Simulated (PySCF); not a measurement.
Ionisation energy of Ar by level of theory

Ar [Ar] (1S) → Ar⁺ [Ne] 3s2 3p5 (2P), as a difference of total energies. All numbers are calculated (PySCF 2.14, the non-relativistic Hamiltonian (point nucleus), in def2-TZVPPD (6s6p4d1f, 51 functions)). Correlated levels: valence and next inner shell: 1s2 frozen. The calculations carry no spin-orbit coupling.

Question: Order these methods by the ionisation energy they give, lowest first.
A. SCS-MP2 (valence and next inner shell)
B. CCSD (valence and next inner shell)
C. CCSD(T) (valence and next inner shell)
D. UHF

Answer: D (14.570 eV), B (15.529 eV), C (15.579 eV), A (15.617 eV).

A first-order spin-orbit estimate (lowest level to lowest level, LS coupling) adds -0.057 eV.

Errors of the correlated levels include the incompleteness of this basis and the frozen core.

For comparison: 15.760 eV (measured; NIST Atomic Spectra Database, ionization energies).
